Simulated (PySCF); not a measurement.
**Question.** What does the GFN2-xTB structure of InChI=1S/H7NSi2/c2-1-3/h1H,2-3H3 look like in three dimensions?

**Answer.** 
```xyz
10
H7NSi2 angstrom
Si     1.497   -0.283    0.363
N      0.082   -0.069   -0.613
Si    -1.517    0.363   -0.109
H      2.596   -0.499   -0.579
H      1.675    0.934    1.152
H      1.363   -1.437    1.261
H      0.141   -0.462   -1.538
H     -2.124   -0.686    0.719
H     -2.285    0.541   -1.342
H     -1.417    1.600    0.664
```

Any rigid rotation of these coordinates is as good. Atoms count from 1 in this order. Si1 (SiH3 silicon) is distorted tetrahedral (angles from 105.6° to 112.3°). N2 (nitrogen bridging silicon atoms) is almost planar (angles 128.4°, 114.9° and 114.8°, sum 358.1°, 0.11 Å off the plane of its three neighbours).

Bonds between heavy atoms (Å): Si1–N2 1.732, N2–Si3 1.732.

Computed geometry: GFN2-xTB, gas phase.

Point group: Cs (every atom within 0.08 Å of its image). Whether it is a minimum is left open (no frequencies).
